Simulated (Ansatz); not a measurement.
in.yaml

```yaml
crystal:
  periodic: [false, false, false]
  atoms:
    - {symbol: P, position_ang: [0.000000, 0.040974, 0.733434]}
    - {symbol: Li, position_ang: [0.000000, -0.001669, -3.866172]}
    - {symbol: H, position_ang: [0.000000, 0.756446, 2.755323]}
    - {symbol: H, position_ang: [0.000000, -2.004075, 1.330127]}
basis:
  gaussian: {orbitals: "6-31++G**"}
magnetization: {spin_polarized: false, initial_magnetization: 2}
hamiltonian: {xc: {name: B3LYP}}
correlation: {method: bccd, electrons: valence}
scf: {lower_state_search: full}
```

```sh
$ ansatz run in.yaml --threads 1 --pin off --events-out ev --progress --plain --max-ram 2393MiB
```

The program prints:

```
487 factors; integrals over basis functions are off by at most 7.6e-4 eV
mean field evaluation 1: about -9517.3065 eV, gradient 1.2e1 eV
mean field evaluation 2: about -9517.3270 eV, gradient 1.2e1 eV
mean field evaluation 4: about -9519.3183 eV, gradient 1.1e1 eV
mean field evaluation 8: about -9520.1945 eV, gradient 1.7e0 eV
mean field evaluation 16: about -9520.2359 eV, gradient 2.2e-2 eV
mean field evaluation 32: about -9519.1550 eV, gradient 3.2e0 eV
mean field evaluation 64: about -9520.2353 eV, gradient 1.6e-1 eV
mean field evaluation 96: about -9506.5056 eV, gradient 1.8e1 eV
mean field evaluation 128: about -9520.0688 eV, gradient 3.1e0 eV
mean field evaluation 160: about -9520.2359 eV, gradient 1.0e-1 eV
mean field evaluation 192: about -9520.2359 eV, gradient 3.6e-5 eV
mean field -9520.23594006 eV, -349.8622177494 hartree, gradient 1.6e-6 eV, S^2 2.000000; 9 other end points of the search recorded, 0 dependent functions left out
mean field evaluation 224: about -9497.9438 eV, gradient 5.8e0 eV
unrestricted determinant -9500.76876720 eV, -349.1468123423 hartree, S^2 3.1227
5 core orbitals not correlated: weight in the atoms' cores, before any rotation towards them, 1.000 or more for the frozen orbitals, at most 0.000 for the correlated occupied ones
reference -9499.25151865 eV, -349.0910544863 hartree; 6, 4 occupied and 43, 45 virtual orbitals, 487 factors
second order -3.53719622 eV of doubles, -0.35238031 eV of singles
cycle   1  -4.34712066 eV  change   -4.7e-1 eV  update   1.1e-1
cycle   2  -4.64666066 eV  change   -3.0e-1 eV  update   6.2e-2
cycle   3  -4.86752075 eV  change   -2.2e-1 eV  update   3.6e-2
cycle   4  -4.86364484 eV  change    3.9e-3 eV  update   1.9e-2
cycle   5  -4.88308062 eV  change   -1.9e-2 eV  update   1.3e-2
cycle   6  -4.88246294 eV  change    6.2e-4 eV  update   7.9e-3
cycle   7  -4.88246975 eV  change   -6.8e-6 eV  update   4.7e-3
cycle   8  -4.87968802 eV  change    2.8e-3 eV  update   3.1e-3
cycle   9  -4.88216204 eV  change   -2.5e-3 eV  update   1.8e-3
cycle  10  -4.87838843 eV  change    3.8e-3 eV  update   1.0e-3
cycle  11  -4.87886163 eV  change   -4.7e-4 eV  update   6.4e-4
cycle  12  -4.87816097 eV  change    7.0e-4 eV  update   3.7e-4
cycle  13  -4.87842422 eV  change   -2.6e-4 eV  update   1.6e-4
cycle  14  -4.87833484 eV  change    8.9e-5 eV  update   6.3e-5
cycle  15  -4.87825912 eV  change    7.6e-5 eV  update   3.0e-5
cycle  16  -4.87825653 eV  change    2.6e-6 eV  update   1.5e-5
cycle  17  -4.87826281 eV  change   -6.3e-6 eV  update   9.4e-6
Total energy: -9504.12978145 eV, -349.2703273378 hartree
```

Ran on 1 thread of AMD EPYC 9B45, shared host: 5.5 s wall, 0.19 GiB peak host memory.
